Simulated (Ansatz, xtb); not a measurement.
# Isomers of H5SSi2 in order of energy

4 gas-phase structures of H5SSi2, found in a search over its isomers (lower ones may exist). Each was relaxed with GFN2-xTB; where two conformers were screened, the lower at r2SCAN-D4/def2-SVP//GFN2-xTB is listed:

A. `[SiH2]S[SiH3]`, a doublet
B. `[SiH3][SiH]S`, a doublet
C. `[SiH3][SiH2][S]`, a doublet
D. `[SiH2][SiH2]S`, a doublet

Problem. Estimate their order in r2SCAN-D4/def2-SVP//GFN2-xTB energy at these geometries, lowest first.

Solution. Calculated order at r2SCAN-D4/def2-SVP//GFN2-xTB: A (0.0), C (41.7), B (42.1), D (47.3) kJ/mol. Less than 1 kcal/mol parts C and B, so the order within that pair means little.

Energies above the lowest of each column, in kJ/mol; the last columns are at r2SCAN-D4/def2-SVP geometries (a dash: not run or not comparable):

```
structure  GFN2-xTB  HF/STO-3G  r2SCAN-D4/def2-SVP//GFN2-xTB  r2SCAN-D4/def2-SVP  CCSD(T)/def2-SVP + ΔMP2/def2-TZVPP
        A       0.0       25.4                           0.0                 0.0                                 0.0
        C      30.1        0.0                          41.7                43.8                                51.6
        B      84.1       62.3                          42.1                39.3                                47.5
        D      90.6       78.1                          47.3                45.1                                   –
```

CCSD(T)/def2-SVP + ΔMP2/def2-TZVPP puts A lowest of those it was run on; HF/STO-3G picks C. CCSD(T)/def2-SVP + ΔMP2/def2-TZVPP orders those it was run on as A (0.0), B (47.5), C (51.6) kJ/mol. Less than 1 kcal/mol parts B and C, so the order within that pair means little. Flexible structures stand in one conformer each, not always the lowest. Frequencies (r2SCAN-D4/def2-SVP) were run for A, B, C alone. Open shells are spin-unrestricted. ΔMP2 is the change of the MP2 energy from the smaller to the larger basis.

Over these structures GFN2-xTB departs from r2SCAN-D4/def2-SVP//GFN2-xTB by 24.2 kJ/mol on average once a common shift is removed. A GFN2-xTB relaxation took about 0.083 s and the r2SCAN-D4/def2-SVP//GFN2-xTB energy about 2 s on a shared host (Ansatz 0.2.0, xtb 6.7.1).
